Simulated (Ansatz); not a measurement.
Pressure series in Si

Consider Si in the diamond structure (space group Fd-3m, No. 227; a = 5.470 Å).

Cell and atoms are relaxed at each pressure.

Level of theory: PBE in Ansatz (plane waves to 420 eV, PAW, no SOC).

```csv
P (GPa),V (Å³/atom)
-1.99,20.950
-0.99,20.697
0.90,20.259
2.10,20.005
4.51,19.541
8.99,18.802
14.99,17.991
22.49,17.168
30.00,16.490
```

A third-order Birch–Murnaghan fit to these points gives V₀ = 20.46 Å³/atom, B₀ = 89 GPa and B₀′ = 4.1. At pressure 30 GPa the volume is 80.6 % of V₀.

Measured bulk modulus of Si: 100.8 GPa (static lattice; corrected from measurement; as listed in Jianwei Sun et al., Physical Review B (2011)); the computed value is 11 % below it.

Between the base and pressure 9 GPa the gap moves from 0.61 eV to 0.45 eV, a mean slope of -18 meV/GPa.

Load acts through the strain it causes; cell and atoms are relaxed under it. No phonon test of stability was made. Measured, Si leaves this structure (for the β-tin structure) near 12 GPa (room temperature; as listed in arXiv:1906.07825).

Ansatz is a quantum-chemistry and plane-wave program.
